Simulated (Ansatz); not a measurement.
# H3O+ (triplet): the correlation ladder, def2-QZVPP

An exercise on one series of results from a longer session: the logs are not shown, and one member is left open.

Program: Ansatz 0.2.0, Gaussian basis. Level of theory: def2-QZVPP, core rule «outside noble gas», up to 1 orbitals frozen. These are calculated values, not measurements.

The runs, in order: UHF; ROHF; CCSD(T) on UHF.

2 further runs of the same task are left out: 2 set aside as unsound or not needed.

## The geometry

The geometry is a PBE0/def2-TZVP stationary point (not a proven minimum) of the parent state, kept for this charge and spin.

4 atoms, charge 1, spin multiplicity 3.

Atoms are counted from 1 here; the program's logs count them from 0.

Bond lengths: O1–H2 0.978 Å, O1–H3 0.978 Å, O1–H4 0.978 Å. Angles: H2–O1–H3 113.0°, H2–O1–H4 113.0°, H3–O1–H4 113.0°.

Set-up of the first run:

in.yaml

```yaml
crystal:
  periodic: [false, false, false]
  atoms:
    - {symbol: O, position_ang: [0.000157, -0.000104, -0.041923]}
    - {symbol: H, position_ang: [0.941031, 0.014170, 0.225305]}
    - {symbol: H, position_ang: [-0.483545, 0.809421, 0.218000]}
    - {symbol: H, position_ang: [-0.459974, -0.821935, 0.222149]}
basis:
  gaussian: {orbitals: "def2-QZVPP.json"}
total_charge: 1
magnetization: {spin_polarized: true, initial_magnetization: 2}
hamiltonian: {xc: hf}
output: {orbitals: {seedname: orbitals}}
```

The run is started by

```console
$ ansatz run in.yaml --threads 1 --pin off --events-out ev --progress --plain --max-ram 2393MiB
```

Steps of the session up to this table: UHF; ROHF; CCSD(T) on UHF.

One table of the session follows, with a row left open; its other results are not shown here.

It belongs to the step «Misses and costs». 

| method | from UCCSD(T) (kcal/mol) |
| --- | --- |
| ROHF | +162.37 |
| UHF | +159.09 |
| UMP2 | ? |
| UCCSD | +4.34 |
| UCCSD(T) | 0 |

**Question.** Estimate the row for UMP2.

As computed: from UCCSD(T) (kcal/mol): +13.56. In the column «from UCCSD(T) (kcal/mol)» it lies between UCCSD (+4.34) and UHF (+159.09).
